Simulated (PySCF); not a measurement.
From one molecule to another.

First species: 2,2,2-trifluoroethanol, C2H3F3O.
Bonds: O1–C2, C2–C3, C3–F4, C3–F5, C3–F6. Hydrogens: H7 on O1; H8, H9 on C2.

Second species: TiPhMe3, C9H14Ti (singlet state).
SMILES: `[CH3][Ti]([CH3])([CH3])[c]1ccccc1`

Levels: CAM-B3LYP/def2-SVPD for HOMO energy, LUMO energy, HOMO–LUMO gap and static isotropic polarisability; TDDFT CAM-B3LYP/def2-SVPD for lowest singlet excitation; TDA CAM-B3LYP/def2-SVPD for lowest triplet excitation (Tamm–Dancoff). Geometries: PBE0-D3(BJ)/def2-SVP. All species are isolated and taken at one optimised geometry, non-relativistic unless stated; the electronic structure was computed with PySCF and density fitting.

The conformers computed, where there is a choice (atom-mapped SMILES and torsion angles):
- `[OH:1][CH2:2][C:3]([F:4])([F:5])[F:6]`: O1–C2–C3–F4 56°, H–O1–C2–C3 -61°

Values for the first species:

| Property | Result |
| --- | --- |
| HOMO energy | -10.52 eV |
| LUMO energy | 0.95 eV |
| HOMO–LUMO gap | 11.47 eV |
| Lowest singlet excitation | 7.73 eV |
| Lowest triplet excitation (Tamm–Dancoff) | 7.35 eV |
| Static isotropic polarisability | 33.6 au |

(1) Estimate the same properties for the second species, and the change in each.

Results:

(1) 
```tsv
property	first	second	second less first
HOMO energy	-10.52 eV	-8.52 eV	+2.00 eV
LUMO energy	0.95 eV	-0.65 eV	-1.60 eV
HOMO–LUMO gap	11.47 eV	7.87 eV	-3.60 eV
lowest singlet excitation	7.73 eV	3.72 eV	-4.01 eV
lowest triplet excitation (Tamm–Dancoff)	7.35 eV	3.45 eV	-3.90 eV
static isotropic polarisability	33.6 au	152.6 au	+119.0 au
```

On the first: The polarisability is 4.99 Å³ as a volume (1 au = 0.148185 Å³), or 0.67 au for each of the 50 electrons. In wavenumbers S1 is 62400 cm⁻¹ (1 eV = 8065.54 cm⁻¹).

On the second: The 15 singlets span 3.72 to 5.35 eV, and their oscillator strengths add up to 0.20. The polarisability is 22.61 Å³ as a volume (1 au = 0.148185 Å³), or 1.70 au for each of the 90 electrons.
